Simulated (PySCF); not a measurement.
PySCF input (HF/def2-TZVPD):

```python
from pyscf import gto, scf, dft

mol = gto.M(
    atom='''
    N    -0.00000000    0.00000000    0.00000000
    H    -0.01073378    1.02502493   -0.03038898
    H     0.89333025   -0.50366246    0.00006664
    H    -0.88259648   -0.52136248    0.03032234
    ''',
    basis='def2-tzvpd',
    charge=1,
    spin=1,
    verbose=4,
)

mf = scf.UHF(mol).density_fit(auxbasis='def2-universal-jkfit')
mf.conv_tol = 1e-9
mf.max_cycle = 100
mf.max_memory = 1500
mf.kernel()
if not mf.converged:
    mf = mf.newton()
    mf.kernel(mf.make_rdm1())
for _ in range(2):
    mo, _, stable, _ = mf.stability(return_status=True)
    if stable:
        break
    mf.kernel(mf.make_rdm1(mo, mf.mo_occ))
mf.analyze()
```

End of the output:

```
Extra cycle  E= -55.9028500488799  delta_E= -6.88e-12  |g|= 1.14e-06  |ddm|= 2.58e-06
converged SCF energy = -55.9028500488799  <S^2> = 0.76141616  2S+1 = 2.0113838
uhf_internal: lowest eigs of H = [0.54621843 0.54622739 0.87729562]
<class 'pyscf.df.df_jk.DFUHF'> wavefunction is stable in the internal stability analysis
**** SCF Summaries ****
Total Energy =                         -55.902850048879870
Nuclear Repulsion Energy =              11.729803985493934
One-electron Energy =                  -95.156420913994282
Two-electron Energy =                   27.523766879620482
Two-electron Coulomb Energy =           34.929494913247218
DFT Exchange-Correlation Energy =       -7.405728033626737
HOMO-LUMO gap [eV] =                    18.348403068467910
**** MO energy ****
                             alpha | beta                alpha | beta
MO #1   energy= -16.0067000372023  | -15.9701319495601  occ= 1 | 1
MO #2   energy= -1.5832061392349   | -1.45271438285838  occ= 1 | 1
MO #3   energy= -1.05736886595195  | -1.03026038663053  occ= 1 | 1
MO #4   energy= -1.05736886228166  | -1.03026038284065  occ= 1 | 1
MO #5   energy= -0.920878738051975 | -0.246587356680145 occ= 1 | 0
MO #6   energy= -0.144228592012304 | -0.134819777505847 occ= 0 | 0
MO #7   energy= -0.0535793401791787 | -0.0489946199302686 occ= 0 | 0
MO #8   energy= -0.053579339747538 | -0.0489946196272966 occ= 0 | 0
MO #9   energy= -0.0167395953746706 | -0.00964276437933043 occ= 0 | 0
MO #10  energy= -0.00872154686562744 | -0.00964276389416054 occ= 0 | 0
MO #11  energy= -0.0087215464280284 | 0.0304711132517148 occ= 0 | 0
MO #12  energy= 0.0163327157052313 | 0.031063142752224  occ= 0 | 0
MO #13  energy= 0.0439714272597321 | 0.0486750455040437 occ= 0 | 0
MO #14  energy= 0.0439714275043327 | 0.0486750457393991 occ= 0 | 0
MO #15  energy= 0.110326827235326  | 0.119965864193929  occ= 0 | 0
MO #16  energy= 0.165923777576429  | 0.165415191357949  occ= 0 | 0
MO #17  energy= 0.172851244928105  | 0.178262388306605  occ= 0 | 0
MO #18  energy= 0.172851246354533  | 0.178262389695947  occ= 0 | 0
MO #19  energy= 0.244159817131094  | 0.250515563071098  occ= 0 | 0
MO #20  energy= 0.251320237086819  | 0.250515563219765  occ= 0 | 0
MO #21  energy= 0.251320237212035  | 0.259919848288315  occ= 0 | 0
MO #22  energy= 0.290128195113933  | 0.303996732763333  occ= 0 | 0
MO #23  energy= 0.290128195938037  | 0.303996733702533  occ= 0 | 0
MO #24  energy= 0.428108354677317  | 0.444484567598728  occ= 0 | 0
MO #25  energy= 0.431376729875677  | 0.514825015697419  occ= 0 | 0
MO #26  energy= 0.551061858064817  | 0.561661823078337  occ= 0 | 0
MO #27  energy= 0.551061859152976  | 0.561661824223449  occ= 0 | 0
MO #28  energy= 0.682867846682321  | 0.699984298747609  occ= 0 | 0
MO #29  energy= 0.745411664047627  | 0.75205201505817   occ= 0 | 0
MO #30  energy= 0.745411664593994  | 0.75205201556452   occ= 0 | 0
MO #31  energy= 1.09365672729256   | 1.14885070187908   occ= 0 | 0
MO #32  energy= 1.09365672873521   | 1.14885070343491   occ= 0 | 0
MO #33  energy= 1.19774635938008   | 1.20446248811115   occ= 0 | 0
MO #34  energy= 1.19774635968987   | 1.20446248840809   occ= 0 | 0
MO #35  energy= 1.24430816627553   | 1.31485018924564   occ= 0 | 0
MO #36  energy= 1.51635031537959   | 1.51021979613293   occ= 0 | 0
MO #37  energy= 1.67001964588065   | 1.6932700807343    occ= 0 | 0
MO #38  energy= 1.91677572921893   | 1.93462690491996   occ= 0 | 0
MO #39  energy= 1.91677573801311   | 1.93462691370833   occ= 0 | 0
MO #40  energy= 1.95022158662839   | 1.95165545865595   occ= 0 | 0
MO #41  energy= 1.95022159124049   | 1.95165546317823   occ= 0 | 0
MO #42  energy= 2.09495194469934   | 2.1081435833232    occ= 0 | 0
MO #43  energy= 2.25919662760479   | 2.3749214784559    occ= 0 | 0
MO #44  energy= 2.40419496665887   | 2.41320160216893   occ= 0 | 0
MO #45  energy= 2.40419496905211   | 2.41320160483567   occ= 0 | 0
MO #46  energy= 2.63991469478692   | 2.64473346173198   occ= 0 | 0
MO #47  energy= 2.63991470575552   | 2.64473347300552   occ= 0 | 0
MO #48  energy= 2.66535606448727   | 2.6897905466888    occ= 0 | 0
MO #49  energy= 2.89514459504587   | 2.90108123774915   occ= 0 | 0
MO #50  energy= 3.32058934397077   | 3.35423982994454   occ= 0 | 0
MO #51  energy= 3.32058934504952   | 3.35423983107618   occ= 0 | 0
MO #52  energy= 4.19674392172799   | 4.23919091732153   occ= 0 | 0
MO #53  energy= 4.19674392291842   | 4.23919091851147   occ= 0 | 0
MO #54  energy= 4.23020299467965   | 4.28719368738644   occ= 0 | 0
MO #55  energy= 4.62324079991491   | 4.63123741714205   occ= 0 | 0
MO #56  energy= 4.7147759126205    | 4.79658375369002   occ= 0 | 0
MO #57  energy= 4.71477591269477   | 4.79658375380751   occ= 0 | 0
MO #58  energy= 4.75389744208969   | 4.85222248593102   occ= 0 | 0
MO #59  energy= 4.89007230456827   | 4.91163085748713   occ= 0 | 0
MO #60  energy= 4.89007230697721   | 4.91163085969669   occ= 0 | 0
MO #61  energy= 5.20373765140971   | 5.22870880984554   occ= 0 | 0
MO #62  energy= 5.20373766572928   | 5.22870882387874   occ= 0 | 0
MO #63  energy= 5.96775070679469   | 5.97672103899974   occ= 0 | 0
MO #64  energy= 32.851617321023    | 32.8738158693043   occ= 0 | 0

To work with the spin densities directly, `use mulliken_meta_spin()` only printing them here.

 ** Mulliken spin pop alpha/beta on meta-lowdin orthogonal AOs **
 ** Mulliken Spin Density (per AO)  **
spin_pop of  0 N 1s       -0.00000
spin_pop of  0 N 2s        0.06966
spin_pop of  0 N 3s       -0.00050
spin_pop of  0 N 4s       -0.00024
spin_pop of  0 N 5s       -0.00003
spin_pop of  0 N 6s        0.00001
spin_pop of  0 N 2px       0.04162
spin_pop of  0 N 2py       0.04220
spin_pop of  0 N 2pz       0.99767
spin_pop of  0 N 3px      -0.00007
spin_pop of  0 N 3py      -0.00007
spin_pop of  0 N 3pz       0.00016
spin_pop of  0 N 4px       0.00011
spin_pop of  0 N 4py       0.00011
spin_pop of  0 N 4pz       0.00028
spin_pop of  0 N 3dxy      0.00016
spin_pop of  0 N 3dyz     -0.00001
spin_pop of  0 N 3dz^2    -0.00375
spin_pop of  0 N 3dxz     -0.00000
spin_pop of  0 N 3dx2-y2    0.00016
spin_pop of  0 N 4dxy     -0.00005
spin_pop of  0 N 4dyz      0.00000
spin_pop of  0 N 4dz^2     0.00003
spin_pop of  0 N 4dxz     -0.00000
spin_pop of  0 N 4dx2-y2   -0.00005
spin_pop of  0 N 5dxy     -0.00009
spin_pop of  0 N 5dyz     -0.00000
spin_pop of  0 N 5dz^2    -0.00007
spin_pop of  0 N 5dxz     -0.00000
spin_pop of  0 N 5dx2-y2   -0.00009
spin_pop of  0 N 4f-3      0.00016
spin_pop of  0 N 4f-2     -0.00000
spin_pop of  0 N 4f-1     -0.00024
spin_pop of  0 N 4f+0      0.00002
spin_pop of  0 N 4f+1     -0.00024
[...]
```
